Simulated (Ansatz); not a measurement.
# Bulk modulus of some transition metals

Method: LDA in Ansatz (plane waves, PAW). References are measured values corrected to a static lattice or taken at low temperature (these still hold zero-point motion). The table is a random draw of 6 from 22 solids with such references.

Values in GPa.

```csv
solid,reference,LDA,error (%)
fcc Ir,365,405,+11.0
hcp Y,41.7 (37.3–41.7),44.2,+6.0
fcc Pt,289,307,+6.2
bcc W,312 (300–328),?,?
fcc Rh,271 (271–289),318,+17.3
fcc Pd,195 (187–198),227,+16.4
```

Estimate the withheld LDA value.

The errors of the other rows run from +6.0 % to +17.3 %, with a median of +11.0 %; carried to the reference 312 it gives 346 GPa. The run gives 335 GPa (+7.4 %); the row was picked among those where that median comes within half of the row's own error. Over these 6 solids the mean error is +10.7 %, the mean absolute error 10.7 % (median 9.2 %), and the worst case fcc Rh at +17.3 %; the value is above the reference in 6 of 6 cases. Over all 22 the mean error is +17.1 % and the mean absolute error 17.1 % (median 12.1 %).

All these references are brought to a static lattice.

Spin–orbit coupling is left out, also for the solids with elements from indium on (fcc Ir, fcc Pt, bcc W); its size isn't shown.

Brackets give the range of our sources, which can hold other temperatures.

Differences are worked out from the printed values.

Each level is taken at its own relaxed cell. Ansatz's density-functional and Hartree–Fock values are scalar-relativistic unless marked +SOC, with PAW data made under PBE.

Ansatz's runs of these crystals have no spin polarisation.

Not in this set, of the transition metals with a reference value in our tables and a result at some level: 3 for sources at odds (antiferromagnetic bcc Cr, hcp Sc, hcp Zr); 1 for a reference at room or unstated temperature (double-hcp La). These can be a level's worst cases. Values held back for tests aren't counted. Layered and molecular crystals are counted apart. The metals Ce to Yb are counted apart.

References as tabulated in Levämäki et al. (2014), arXiv:1402.3671; doi:10.1021/acs.jctc.3c00612.

Ansatz is a first-principles code.
